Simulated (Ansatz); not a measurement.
**CH4NSi+ (SMILES C=N[SiH2+]): functionals against CCSD(T) at one geometry**

An exercise on one series of results from a longer session: the logs are not shown, and one member is left open.

The runs use Ansatz 0.2.0, Gaussian basis; single points in def2-TZVPP.

Cores are frozen in the correlated methods.

## The starting structure

7 atoms, charge 1, spin multiplicity 1.

Atoms are counted from 1 here; the program's logs count them from 0.

Bond lengths: C1–N2 1.300 Å, C1–H4 1.132 Å, C1–H5 1.092 Å, N2–Si3 1.661 Å, Si3–H6 1.461 Å, Si3–H7 1.442 Å. Angles: N2–C1–H4 111.2°, N2–C1–H5 127.7°, H4–C1–H5 121.1°, C1–N2–Si3 146.2°, N2–Si3–H6 132.7°, N2–Si3–H7 106.5°, H6–Si3–H7 120.7°.

As a file:

```
atom    x (Å)    y (Å)    z (Å)
  C1  -1.3047  -0.2561  -0.5700
  N2  -0.1113  -0.4292  -0.0853
 Si3   1.2353   0.2987   0.5590
  H4  -1.7933  -1.2459  -0.8198
  H5  -1.8306   0.6874  -0.7270
  H6   1.5792   1.6953   0.8159
  H7   2.1437  -0.7619   0.9170
```

The first run:

run/in.yaml

```yaml
crystal:
  periodic: [false, false, false]
  atoms:
    - {symbol: C, position_ang: [-1.304700, -0.256100, -0.570000]}
    - {symbol: N, position_ang: [-0.111300, -0.429200, -0.085300]}
    - {symbol: Si, position_ang: [1.235300, 0.298700, 0.559000]}
    - {symbol: H, position_ang: [-1.793300, -1.245900, -0.819800]}
    - {symbol: H, position_ang: [-1.830600, 0.687400, -0.727000]}
    - {symbol: H, position_ang: [1.579200, 1.695300, 0.815900]}
    - {symbol: H, position_ang: [2.143700, -0.761900, 0.917000]}
basis:
  gaussian: {orbitals: def2-TZVPP}
total_charge: 1
correlation: {method: ccsd_t}
output: {forces: true}
```

No record of the launch command was kept for these runs.

Steps of the session up to this table: CCSD(T)/def2-TZVPP; PBE0-D4/def2-TZVPP; wB97M-V/def2-TZVPP; r2SCAN-D4/def2-TZVPP; PBE-D4/def2-TZVPP; CAM-B3LYP-D4/def2-TZVPP; BLYP-D4/def2-TZVPP.

One of the session's tables, all rows but one given; the rest of the session is left out.

| method | RMS force component (eV/Å) | angle to CCSD(T) forces (°) |
| --- | --- | --- |
| CCSD(T) | 0.625 | reference |
| PBE0-D4 | 0.765 | 15.0 |
| wB97M-V | 0.732 | 12.3 |
| r2SCAN-D4 | 0.706 | 11.3 |
| PBE-D4 | ? | ? |
| CAM-B3LYP-D4 | 0.795 | 14.9 |
| BLYP-D4 | 0.593 | 11.0 |

Estimate the missing values for PBE-D4.

The run gave: RMS force component (eV/Å): 0.631; angle to CCSD(T) forces (°): 16.1. In the column «RMS force component (eV/Å)» it lies between CCSD(T) (0.625) and r2SCAN-D4 (0.706).
